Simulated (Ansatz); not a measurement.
Geometry optimisation, RKS B3LYP-D4/6-31G* in Ansatz 0.2.0.

Input file:

```yaml
crystal:
  periodic: [false, false, false]
  atoms:
    - { symbol: "N", position_ang: [-0.82392, 0.5534, 0.58007] }
    - { symbol: C, position_ang: [0.18911, -0.19293, 0.12063] }
    - { symbol: S, position_ang: [1.06345, -1.20619, 1.05565] }
    - { symbol: S, position_ang: [0.49507, 0.0313, -1.61091] }
    - { symbol: H, position_ang: [1.33784, -1.78954, 2.27582] }
    - { symbol: H, position_ang: [-1.3533, 1.15621, -0.02801] }
    - { symbol: H, position_ang: [1.50976, -0.82169, -1.66798] }
basis:
  gaussian: { orbitals: "6-31G*" }
hamiltonian:
  xc: b3lyp
  dispersion: d4
relax:
  f_tol: 0.02
  max_steps: 50
```

Command:

```bash
$ ansatz run input.yaml --threads 1 --pin off --max-ram 2048MiB --backend cpu --events-out ev --progress --plain --runs-dir out
```

Q: Where does it end, and by what steps?

A: The run converged. After 7 steps the energy has fallen by 2.752 eV; H5 moved furthest, 0.80 Å.

```json
{"step": "0", "energy less start (eV)": "0.0000", "largest force component (eV/Å)": "7.655", "accepted": "yes"}
{"step": "1", "energy less start (eV)": "-1.7172", "largest force component (eV/Å)": "3.720", "accepted": "yes"}
{"step": "2", "energy less start (eV)": "-2.4157", "largest force component (eV/Å)": "1.493", "accepted": "yes"}
{"step": "3", "energy less start (eV)": "-2.6510", "largest force component (eV/Å)": "0.790", "accepted": "yes"}
{"step": "4", "energy less start (eV)": "-2.7283", "largest force component (eV/Å)": "0.325", "accepted": "yes"}
{"step": "5", "energy less start (eV)": "-2.7509", "largest force component (eV/Å)": "0.129", "accepted": "yes"}
{"step": "6", "energy less start (eV)": "-2.7517", "largest force component (eV/Å)": "0.074", "accepted": "yes"}
{"step": "7", "energy less start (eV)": "-2.7523", "largest force component (eV/Å)": "0.006", "accepted": "yes"}
```

```xyz
7
Properties=species:S:1:pos:R:3
N -0.688 0.366 0.790
C 0.214 -0.217 0.120
S 1.324 -1.385 0.899
S 0.507 0.030 -1.643
H 0.765 -1.251 2.119
H -1.251 1.006 0.224
H 1.546 -0.819 -1.785
```

Run time: 28 s on 1 thread of Arm Neoverse V1 (shared host), peak memory 0.14 GiB.
